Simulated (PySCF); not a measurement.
C2H5, SMILES [CH2]C (connectivity only; charge and spin as stated), charge +1, multiplicity 1. Geometry: B3LYP-D3(BJ)/def2-TZVP. A frequency run showed that this geometry is not a minimum. The spin state was assumed, not searched. The isomer is the one that the SMILES or the coordinates give; other isomers of the formula were not compared.

TDA-B3LYP/def2-TZVPD (PySCF) puts the lowest singlet excitations at 5.13, 6.56, 7.97, 8.08, 11.43, 12.38 eV.

Q: What are the lowest excitation roots from ADC(2)/aug-cc-pVDZ in PySCF? (Estimate from the structure and the level; the computed values follow.)

A: 5.52, 6.73, 7.10, 8.77, 12.08, 12.74 eV. S1 differs by 0.39 eV (second minus first; roots are paired by order, and the bases may differ).
